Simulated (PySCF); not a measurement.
# Ionisation energy of Li by level of theory

Li [He] 2s1 (2S) → Li⁺ 1s2 (1S), as a difference of total energies. All numbers are calculated (PySCF 2.14, no relativity, point nucleus, in pcseg-2). The calculations carry no spin-orbit coupling.

```json
{"method": "UHF", "ionisation energy (eV)": "5.337"}
{"method": "MN15", "ionisation energy (eV)": "5.143"}
{"method": "BP86", "ionisation energy (eV)": "5.559"}
```

Question: Which method comes closest to the reference value, and which is furthest?

Answer: The reference is 5.392 eV (measured; NIST Atomic Spectra Database, ionization energies). Closest: UHF (error -0.055 eV); furthest: MN15 (error -0.249 eV).
